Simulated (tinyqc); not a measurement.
Inside a calculation. Method: CIS and TDHF on RHF in the sto-6g basis, frozen core, for HF, spin multiplicity 1. One step of it, computed by the program tinyqc.

Problem. CIS matrix, triplets. A(ia,jb) = (e_a - e_i) d_ij d_ab - (ij|ab).

orbital energies (hartree): MO1 -26.254377, MO2 -1.443338, MO3 -0.533720, MO4 -0.471185, MO5 -0.471185, MO6 0.443687

Two-electron integrals over orbitals (pq|rs), unique and non-zero (hartree); the lowest 1 orbital is frozen and left out:
```
p,q,r,s,(pq|rs)
2,2,2,2,0.868598
3,2,2,2,-0.039846
3,2,3,2,0.145871
3,3,2,2,0.722169
3,3,3,2,-0.026400
3,3,3,3,0.712431
4,2,4,2,0.186882
4,3,4,2,-0.033567
4,3,4,3,0.039783
4,4,2,2,0.891466
4,4,3,2,-0.072286
4,4,3,3,0.710703
4,4,4,4,0.998085
5,2,5,2,0.186882
5,3,5,2,-0.033567
5,3,5,3,0.039783
5,4,5,4,0.053789
5,5,2,2,0.891466
5,5,3,2,-0.072286
5,5,3,3,0.710703
5,5,4,4,0.890506
5,5,5,5,0.998085
6,2,2,2,-0.104964
6,2,3,2,-0.066057
6,2,3,3,-0.027890
6,2,4,4,-0.102505
6,2,5,5,-0.102505
6,2,6,2,0.092460
6,3,2,2,-0.210558
6,3,3,2,0.088165
6,3,3,3,-0.105776
6,3,4,4,-0.226258
6,3,5,5,-0.226258
6,3,6,2,0.045567
6,3,6,3,0.209936
6,4,4,2,-0.033999
6,4,4,3,-0.019780
6,4,6,4,0.029741
6,5,5,2,-0.033999
6,5,5,3,-0.019780
6,5,6,5,0.029741
6,6,2,2,0.656177
6,6,3,2,0.056563
6,6,3,3,0.661251
6,6,4,4,0.635171
6,6,5,5,0.635171
6,6,6,2,-0.060320
6,6,6,3,-0.019019
6,6,6,6,0.695798
```

Give: CIS matrix A, triplet.

Solution.

CIS matrix A, triplet (hartree), lower triangle:
```
,2>6,3>6,4>6,5>6
2>6,1.2308
3>6,-0.0566,0.3162
4>6,0.0000,0.0000,0.2797
5>6,0.0000,0.0000,0.0000,0.2797
```
